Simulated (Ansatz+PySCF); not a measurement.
## singlet C₆H₄: levels of theory in one basis

```xyz
10

C     0.0037    0.6302   -1.2262
C     0.0060   -0.6233   -1.2420
C     0.0073    1.4651   -0.1403
C    -0.0065   -1.4573   -0.1394
C    -0.0092    0.7002    1.0515
C    -0.0090   -0.7068    1.0534
H     0.0080    2.5569   -0.1358
H     0.0073   -2.5476   -0.1306
H    -0.0092    1.2277    2.0169
H     0.0037   -1.2209    2.0165
```

Basis set: def2-SVP (spherical functions). Left uncorrelated: 6 orbitals. Charge 0, multiplicity 1.

Computed with Ansatz (development build ahead of 0.2.0); each method stands on the lowest determinant of its kind that the runs found. NEVPT2 correlates all electrons. Active spaces start from the frontier orbitals, and the lowest solution found is given.

| method | E − E(RHF) (eV) | <S²> of the determinant |
| --- | --- | --- |
| RHF | 0.00 | 0.00 |
| UHF | -0.97 | 1.34 |
| RHF-MP2 | -21.46 | – |
| UHF-MP2 | -19.47 | 1.34 |
| SC-NEVPT2(8,8) | -21.81 | – |

(1) What does CASSCF(8,8) give on the same scale?

(2) Is a single determinant a sound starting point here?

Results:

(1) -3.72 eV.

(2) It is doubtful. Unrestricted orbitals lower Hartree–Fock by 0.97 eV and <S²> is 1.34 where a pure state has 0.00, a sign of strong static correlation. The CASSCF(8,8) natural occupations are 1.96, 1.91, 1.89, 1.84, 0.16, 0.11, 0.09, 0.04.

Caution for RHF, RHF-MP2: an unrestricted determinant lies well below. Caution for UHF, UHF-MP2: the unrestricted determinant is a mixture of spin states. Caution for UHF-MP2: a plain start can end on a higher determinant; another reference gives a lower total.
